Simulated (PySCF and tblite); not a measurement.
Results of a calculation; reference values are marked as such.
2-chloroacrylonitrile, C₃H₂ClN, numbered as in [CH2:1]=[C:2]([Cl:3])[C:4]#[N:5].

Classical Langevin dynamics with GFN2-xTB (tblite), gas phase: time step 1.5 fs, H mass 4 u, friction 0.005 fs⁻¹, 400 steps to settle and 8000 to sample, one trajectory a temperature from the lowest conformer.

GIAO shieldings at B3LYP/pcSseg-1 (PySCF) on 20 frames a temperature; like atoms are averaged, and of two unlike H on one atom a is the less shielded at the minimum.

(1) How far do thermal motions move the shieldings from their values at the minimum?

(2) What do the single frames at 350 K give for H1a?

Changes within two standard errors are not significant.

The study took 6.3 min on 1 thread of AMD EPYC 7B13, on a host shared with other jobs (rough), peak memory 0.48 GiB, launched as `OMP_NUM_THREADS=1 python ens_run.py task.json out`.

Answers

(1) 
```tsv
signal	σ at minimum (ppm)	Δσ, 220 K	Δσ, 350 K	Δσ, 500 K
C1	43.4	-3.3 ± 1.3	-1.9 ± 1.6	-1.5 ± 1.8
C2	55.0	0.0 ± 0.9	-2.0 ± 0.9	-3.7 ± 1.4
Cl3	637.2	-2.6 ± 8.7	-16.7 ± 10.5	-23.5 ± 10.7
C4	63.4	-1.3 ± 0.5	-1.8 ± 0.6	-1.3 ± 0.8
N5	-57.0	-7.5 ± 2.1	-8.0 ± 2.9	-4.5 ± 2.8
H1b	25.64	-0.24 ± 0.10	-0.15 ± 0.12	-0.27 ± 0.19
H1a	25.52	-0.26 ± 0.11	-0.12 ± 0.14	-0.06 ± 0.13
```

Errors are standard errors over frames. Zero-point motion is missing, and a reference compound would move too.

(2) 
```csv
t (fs),"V above the minimum, tight binding (kcal/mol)","E above it, DFT (kcal/mol)",torsions (°),σ (ppm)
900,8.0,9.1,none,26.45
1500,4.7,4.9,none,24.49
2100,4.5,5.4,none,24.62
2700,4.9,4.8,none,24.89
3300,3.5,2.3,none,25.55
3900,4.5,4.9,none,25.03
4500,3.6,3.3,none,25.06
5100,5.8,4.8,none,24.80
5700,4.0,5.3,none,25.22
6300,8.0,8.7,none,26.64
6900,5.0,6.3,none,25.62
7500,2.0,3.2,none,25.53
8100,4.0,5.2,none,25.75
8700,9.2,9.5,none,25.06
9300,4.4,4.5,none,25.74
9900,4.0,3.5,none,26.21
10500,10.2,9.0,none,24.89
11100,5.3,5.7,none,25.04
11700,3.5,4.7,none,24.92
12300,2.6,3.3,none,26.39
```
